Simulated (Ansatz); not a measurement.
**Band gap of some tetrahedrally bonded semiconductors and semimetals**

Method: PBE0 in Ansatz (PAW). References are measured gaps from which a computed or estimated zero-point shift was taken out, by their sources or here, so that they lie as a rule above the printed measurements. The table is a random draw of 6 from 7 solids with such references.

Values in eV.

```json
[
 {"solid": "zinc-blende AlP", "reference": "2.54", "PBE0": "2.94", "error (eV)": "+0.40"},
 {"solid": "zinc-blende GaP", "reference": "2.43", "PBE0": "2.91", "error (eV)": "+0.48"},
 {"solid": "zinc-blende ZnS", "reference": "3.94", "PBE0": "3.98", "error (eV)": "+0.04"},
 {"solid": "zinc-blende InP", "reference": "1.47", "PBE0": "2.06", "error (eV)": "+0.59"},
 {"solid": "diamond-structure Si", "reference": "1.23", "PBE0": "1.76", "error (eV)": "+0.53"},
 {"solid": "zinc-blende BP", "reference": "2.2 (2.20–2.50)", "PBE0": "2.64", "error (eV)": "+0.44"}
]
```

Over these 6 solids the mean error is +0.41 eV, the mean absolute error 0.41 eV (median 0.46 eV), and the worst case zinc-blende InP at +0.59 eV; the value is above the reference in 6 of 6 cases. Over all 7 the mean error is +0.41 eV and the mean absolute error 0.41 eV (median 0.44 eV).

Brackets give the range of our sources, which can hold other temperatures.

Differences are worked out from the printed values.

Computed values are for a static lattice; measured ones hold zero-point and thermal shifts unless a correction is named.

Levels without +SOC have no spin–orbit coupling; where heavier elements are present it shifts gaps, mostly down, and can invert bands. Cells: PBE0 at the measured cell. Ansatz's density-functional and Hartree–Fock values are scalar-relativistic unless marked +SOC, with PAW data made under PBE.

Ansatz's runs of these crystals have no spin polarisation.

Not in this set, of the tetrahedrally bonded semiconductors and semimetals with a reference value in our tables and a result at some level: 15 for a reference of another kind, counted apart (wurtzite AgI, zinc-blende AgI, zinc-blende AlN, cubic BN, zinc-blende BeSe and 10 more); 8 for spin–orbit coupling left out (zinc-blende AlAs, zinc-blende CdTe, zinc-blende GaAs, zinc-blende GaSb, diamond-structure Ge and 3 more); 4 for a doubt noted on the run at PBE0 (wurtzite AlN, wurtzite CdS, wurtzite GaN, wurtzite ZnO); 1 for sources at odds (zinc-blende BAs); 1 for another kind of cell (zinc-blende GaN); 1 for a measured value of zero (grey tin (α-Sn)); 1 for a high-temperature or high-pressure phase (wurtzite ZnS). These can be a level's worst cases. At least 6 more with a reference value are held back for tests. Without +SOC, gaps count where the solid holds none of Ge, As, Se, Br, Sn, Sb, Te, I or the elements past barium, or holds Ge, As, Se or Br with a gap over 4 eV. Layered and molecular crystals are counted apart. The metals Ce to Yb are counted apart.

References as tabulated in, or derived from, Chen et al. (2018), doi:10.1103/physrevmaterials.2.073803; X. Ren, F. Merz, H. Jiang et al., All-electron periodic G0W0 implementation ….

Ansatz is an electronic-structure program.
